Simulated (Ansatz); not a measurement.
Input file:

```yaml
crystal:
  periodic: [false, false, false]
  atoms:
    - {symbol: W, position_ang: [0.000000, 0.000000, 0.000000]}
    - {symbol: O, position_ang: [0.000000, 0.000000, 1.994600]}
basis:
  gaussian: {orbitals: def2-SVP, point_charges: [{charge: 0.50, position_ang: [3.531, -0.074, -0.040]}]}
magnetization: {spin_polarized: false, initial_magnetization: 8}
hamiltonian: {xc: {name: r2SCAN}}
correlation: {method: mrci, electrons: outside_noble_gas}
output: {forces: true}
```

```sh
$ ansatz run in.yaml --threads 1 --pin off --events-out ev --progress --plain --max-ram 2393MiB
```

(1) One thing in this input was set wrong on purpose, beside settings that are merely unusual. What is the gravest fault, and what does the program do?

Results:

(1) A method name that the input doesn't accept. How the run ends: refused.
```
Error: YAML parse error: error: line 10 column 23: unknown variant `mrci`, expected one of mp2, rpa, ccsd, ccsd_t, bccd, bccd_t, ccsdt, ccsdt_q, ccsdt_q_b, ccsdtq, fci, sc_nevpt2, fic_nevpt4_sd, fic_mrcisd_q, fic_mrcisd_q_relaxed
  --> <input>:10:23
   |
 8 | magnetization: {spin_polarized: false, initial_magnetization: 8}
 9 | hamiltonian: {xc: {name: r2SCAN}}
10 | correlation: {method: mrci, electrons: outside_noble_gas}
   |                       ^ unknown variant `mrci`, expected one of mp2, rpa, ccsd, ccsd_t, bccd, bccd_t, ccsdt, ccsdt_q, ccsdt_q_b, ccsdtq, fci, sc_nevpt2, fic_nevpt4_sd, fic_mrcisd_q, fic_mrcisd_q_relaxed
11 | output: {forces: true}
   |
```
